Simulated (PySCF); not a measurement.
nitrogen trifluoride cation (F3N), SMILES FN(F)F (connectivity only; charge and spin as stated), charge +1, multiplicity 2.

Geometry optimised at PBE-D3(BJ)/def2-TZVP. The multiplicity is an assumed one; other spin states were not compared.

Computed with PBE/def2-TZVPD (PySCF).

The molecule is in vacuum.

```json
{
 "total_energy": "-353.48813 hartree",
 "point_group": "C3v",
 "α spin, highest occupied and lowest empty level": "-17.13 and -10.50 eV",
 "β spin, highest occupied and lowest empty level": "-19.49 and -15.34 eV",
 "dipole_moment_about_the_centre_of_nuclear_charge": "0.33 D",
 "mean_static_polarisability": "16.3 bohr³ (2.41 Å³)",
 "polarisability_principal_values": "11.0, 18.9, 18.9 bohr³",
 "⟨S²⟩": "0.752 (pure state 0.75)"
}
```
